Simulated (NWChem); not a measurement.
## Correlation energy of difluoromethane (CH₂F₂)

```
C
F 1 1.3440
F 1 1.3440 2 109.24
H 1 1.1045 2 108.98 3 -118.98
H 1 1.1045 4 111.63 2 120.43
```
Charge 0, spin multiplicity 1.

Everything below was run with NWChem. All single points use one geometry, from PBE0/def2-SVP, a minimum by its harmonic frequencies.

Basis set: def2-SVP. Each correlation energy counts from its own Hartree-Fock reference.

The correlated methods keep 3 core orbitals frozen. Coupled-cluster values serve here as a point of comparison, not as the truth.

| method | correlation energy (mHa) |
|---|---|
| MP2 | -506.2 |
| SCS-MP2 | (withheld) |
| CR-CCSD[T] | -533.0 |
| CR-CCSD(T) | (withheld) |
| CCSD | (withheld) |
| CCSD+T(CCSD) | (withheld) |
| CCSD(T) | -533.9 |

Task: Some entries are withheld; supply them.

Result: 
- SCS-MP2, correlation energy (mHa): -493.1
- CR-CCSD(T), correlation energy (mHa): -532.2
- CCSD, correlation energy (mHa): -524.8
- CCSD+T(CCSD), correlation energy (mHa): -535.0
